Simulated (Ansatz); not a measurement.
SiH4 (SMILES [SiH4]) moved off its minimum; all values from Ansatz (a quantum-chemistry and plane-wave program), cores frozen in correlated methods.
(charge 0, multiplicity 1)
```xyz
5

Si     0.0077     0.0341     0.0084
H     -0.1767     1.0940    -0.9389
H     -0.8302     0.0995     1.2225
H      1.3937    -0.1571     0.3491
H     -0.6251    -1.0863    -0.7607
```

Problem. Give the forces (eV/Å), the total energy and the dipole at CCSD(T)/aug-cc-pV(T+d)Z.

Solution. 
| atom | Fx | Fy | Fz |
|---|---|---|---|
| Si1 | -1.284 | -1.148 | -0.213 |
| H2 | 0.012 | 1.090 | -0.249 |
| H3 | 0.083 | 0.375 | 0.129 |
| H4 | 0.717 | -0.165 | 0.121 |
| H5 | 0.472 | -0.152 | 0.212 |
Energy -291.4373 hartree, dipole 0.39 D.
